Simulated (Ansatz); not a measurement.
Zinc-blende MgS (metastable phase), treated with LDA (Ansatz, a quantum-chemistry and plane-wave program, PAW).

Run with plane-wave cutoff 520 eV, 10×10×10 k mesh, Fermi–Dirac smearing 0.01 eV, scalar-relativistic PAW data made under PBE.

The cell has the measured lattice parameters. Conventional cell: a = 5.6220 Å, b = 5.6220 Å, c = 5.6220 Å, α = 90.00°, β = 90.00°, γ = 90.00°.

```
CELL_PARAMETERS angstrom
      0.00000    -2.81100     2.81100
      2.81100    -2.81100     0.00000
      2.81100     0.00000     2.81100
ATOMIC_POSITIONS crystal
  Mg 0.00000 0.00000 0.00000
  S  0.25000 0.25000 0.25000
```

Problem. List the 5 lowest band energies at Γ above −25 eV (eV, relative to the valence band maximum), grouping those that round alike.

Solution. At Γ: -11.33, 0.00 (×3), 3.29.

Note: cell and atoms aren't relaxed at this level (pressure -0.9 GPa).
